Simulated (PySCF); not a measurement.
**Peak assignment**

Geometry (Å), atoms numbered from 1 in this order:
```xyz
7

C    -1.7764   -0.1493   -0.4002
C    -0.6297   -0.0950   -0.0100
C     0.7111   -0.0750    0.5022
N     1.6275    0.6269   -0.0343
H    -2.7879   -0.1845   -0.7620
H     0.8675   -0.7155    1.3910
H     2.5014    0.4983    0.4847
```

How the numbers were obtained: J couplings at B3LYP/pcJ-1, PBE0-D3(BJ)/def2-SVP geometry, σ from GIAO-B3LYP/pcSseg-2, in PySCF 2.14 (single conformer, no solvent model, non-relativistic).

References, each an isolated molecule treated in the same way: TMS for 13C (σref 179.19) and 1H (σref 31.39).

**Question.** Assign these signals to the numbered atoms. 13C{1H} NMR (computed): δ 164.1, 89.2, 87.4.

**Answer.** 
164.1 → C3, carbon bonded to C, N, H
89.2 → C1, carbon bonded to C, H
87.4 → C2, carbon bonded to 2 C

C1 and C2 lie closer than the usual error of such a calculation, so a measured spectrum could show them in the other order.

**Question.** Assign these signals to the numbered atoms. 1H NMR (400 MHz, computed): δ 10.83 (br s, 1H), 8.12 (d, J = 2.5 Hz, 1H), 3.10 (d, J = 2.5 Hz, 1H).

**Answer.** 
```tsv
δ (ppm)	atoms	environment	reason
10.83	H7	hydrogen on a nitrogen bonded to C	–
8.12	H6	hydrogen on a carbon bonded to C, N	–
3.10	H5	hydrogen on a carbon bonded to C	–
```

The OH or NH signal is concentration- and solvent-dependent in practice; the value given is the gas-phase one. Multiplet labels drop couplings under 1 Hz and merge nearly equal ones. Shifts are as computed. Against solution values, carbons near 30 ppm lie about +3 ppm off and those near 130 ppm about +8 ppm. Of 1211 compounds with measured shifts, 218 miss one by over three times the rms of a fit or turn the order of signals round; such compounds aren't used in these exercises. Couplings to exchangeable protons are dropped.
